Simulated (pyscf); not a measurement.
**Routes from O=Ta(Cl)(Cl)–Cl + H₂**

Candidate steps break at most two bonds and form at most two. Each was searched with GFN2-xTB (tblite) first. Structures and frequencies: ωB97X-D3(BJ)/def2-SVP in PySCF. Energies: ωB97M-D3(BJ)/def2-TZVP, kcal/mol, from the separated reactants, singlet surface; ΔG‡ with ideal gas, 1 atm, RRHO with modes under 100 cm⁻¹ raised to 100, one conformer, R ln 2 for chiral ones without a mode under 150 cm⁻¹.

```csv
products,type,ΔE‡,ΔE,ΔG‡ 298 K,ΔG‡ 900 K,ν‡ (cm⁻¹)
HO–TaH(Cl)(Cl)–Cl,addition across a multiple bond or ene-type step,33.8,+9.1,42.8,60.6,1531i
O=TaH(Cl)–Cl + HCl,four-centre exchange,37.1,+34.9,45.6,62.8,384i
```

Row 2: On the product side the descent ends in an adduct with a Cl–Ta contact, 7.0 kcal/mol under the separated species and 4.3 kcal/mol under the saddle at ωB97X-D3(BJ)/def2-TZVP. 

Plain bond fissions and candidates not yet searched are not listed, and one of them may be faster. Each barrier is that of the saddle found; lower ones may exist. Elements past Kr carry the def2 core potentials, without spin-orbit coupling.
